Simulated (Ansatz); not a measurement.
Basis-set series for `CC(Cl)=C=O`. The species carries charge 0 and has multiplicity 1. All single points use the PBE0-D4/def2-TZVP geometry.

| functional | basis | functions | energy (Eh) | HOMO (eV) | LUMO (eV) |
| --- | --- | --- | --- | --- | --- |
| PBE0-D4 | def2-TZVPP | 208 | -651.22864 | -6.57 | -1.72 |
| PBE0-D4 | def2-QZVPP | 388 | -651.25236 | -6.61 | -1.77 |
| ωB97M-V | def2-TZVPP | 208 | -651.50434 | -8.73 | 0.61 |
| ωB97M-V | def2-QZVPP | 388 | -651.52684 | -8.77 | 0.51 |

Question: Give the rows for def2-SVP. (Estimate.)

Answer: Computed: 
| functional | basis | functions | energy (Eh) | HOMO (eV) | LUMO (eV) |
| --- | --- | --- | --- | --- | --- |
| PBE0-D4 | def2-SVP | 89 | -650.85161 | -6.45 | -1.60 |
| ωB97M-V | def2-SVP | 89 | -651.12122 | -8.58 | 0.79 |

Positive LUMOs are unbound and depend on the basis.
